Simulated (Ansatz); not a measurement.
Saddle point of AlH5SO, closed shell (AlH₃S ([AlH2][SH]) + H₂O → AlH₃O ([OH][AlH2]) + H₂S (still joined by a long Al–S bond); bonds formed: S2–H5; dative contacts that become bonds: Al1–O6; bonds broken: H5–O6; bonds weakened to dative contacts: Al1–S2), PBE0-D4/def2-TZVP structure:

Al1  (-0.841, -0.250, -0.319)
S2  (0.857, 1.503, -0.430)
H3  (-0.785, -1.094, -1.655)
H4  (-2.162, 0.378, 0.293)
H5  (0.936, 0.365, 0.595)
O6  (0.319, -0.819, 0.960)
H7  (1.618, 0.845, -1.321)
H8  (0.058, -0.929, 1.877)
(Å)

Energies are electronic, without zero-point energy. Barriers and step energies count from the start structure reached by relaxing down the imaginary mode; all methods use the PBE0-D4 structures, on which another method's saddle can fall below an end. Ansatz 0.2.0; basis: def2-TZVPP, with def2-QZVPP for the basis limit; cores frozen in the correlated methods. B3LYP uses VWN-RPA correlation. Extrapolation: Hartree–Fock as exp(−7.88 √X), correlation as X^−2.97.

```
      method  barrier (eV)  step energy (eV)
       SPW92         0.275             0.326
      PBE-D4         0.398             0.249
     BLYP-D4         0.422             0.138
   r2SCAN-D4         0.462             0.244
      B97M-V             ?             0.251
     PBE0-D4         0.536             0.290
    B3LYP-D4         0.530             0.181
  r2SCAN0-D4             ?             0.279
    BHLYP-D4         0.691             0.219
CAM-B3LYP-D4             ?             0.189
     wB97X-V         0.607             0.226
     wB97M-V         0.619             0.248
      B2PLYP         0.567             0.196
    PBE-QIDH         0.612             0.291
  RPA on PBE         0.572             0.156
          HF         1.004             0.222
         MP2         0.573             0.236
        CCSD         0.695             0.217
     CCSD(T)         0.628             0.225
```

(1) Fill in the withheld barriers. (Judge from chemistry; the value comes from the calculation.)

T1 diagnostic: at most 0.012.

## Answers

(1) The calculation gives: CAM-B3LYP-D4 0.563; r2SCAN0-D4 0.571; B97M-V 0.602 eV. Each is the energy of the saddle less that of the start structure, by the same method.

For comparison, the barrier by CCSD(T) at an estimated basis limit (MP2 extrapolated from triple and quadruple zeta, plus CCSD(T) − MP2 in triple zeta) is 0.633 eV.

Labels in which every atom is bracketed show which atoms are joined, not bond orders.

For scale, one of the runs: CCSD(T)/def2-TZVPP, 185 basis functions, launched by `ansatz run in.yaml --threads 2 --pin off --events-out ev --progress --plain --max-ram 4352MiB`. Time: 36 s of wall clock on 2 CPU threads of an Arm Neoverse V2; the host was shared. Peak host memory: 1.7 GiB.
